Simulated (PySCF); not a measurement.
Structure problem from calculated spectra and properties.

Formula: C3H2ClN.

| Item | Value |
| --- | --- |
| 13C NMR | chemical shifts (computed TMS as zero) by class: 139.3 (1 C), 125.3 (1 C), 119.6 (1 C) ppm [GIAO PBE0/pcSseg-1] |
| Rotational structure | rotational constants A, B, C: 6.884, 3.227, 2.197 GHz [GFN2-xTB] |
| NMR, other nuclei | isotropic shieldings of nuclei other than C and H, by class: -54 (1 N), 658 (1 Cl) ppm [GIAO PBE0/pcSseg-1] |
| Dipole | 3.55 D [PBE0/pcSseg-1] |
| 1H NMR | chemical shifts (computed TMS as zero) by class: 6.45 (1 H), 6.33 (1 H) ppm [GIAO PBE0/pcSseg-1] |

Gas-phase values; electronic properties from PySCF, density fitting. Levels stand in brackets. Isolated species at its GFN2-xTB geometry, gas phase. NMR classes are plain means over equivalent atoms (diastereotopic ones count apart unless rotation or inversion swaps them), as if these changed places fast.

Q: Give a SMILES that accounts for the data.

A: Numbering: `[CH2:1]=[C:2]([Cl:3])[C:4]#[N:5]`. Its formula, C3H2ClN, gives 3 degrees of unsaturation: 0 rings and 3 π bonds in the structure found. 3 carbons fall into 3 classes; from least to most shielded: terminal =CH2 carbon [C1] (139.3 ppm), vinylic C–Cl carbon [C2] (125.3 ppm), nitrile carbon [C4] (119.6 ppm). Hydrogen classes from least to most shielded: 1 H on a terminal =CH2 carbon, C1 (6.45 ppm), 1 H on a terminal =CH2 carbon, C1 (6.33 ppm). The other shieldings belong to: -54 ppm, nitrile nitrogen [N5]; 658 ppm, vinyl chlorine [Cl3]. The optimised geometry has point group Cs and is an asymmetric top. Structure: 2-chloroacrylonitrile (`C=C(Cl)C#N`). The assignments are read from this structure; whether some other isomer fits the data as well wasn't checked.
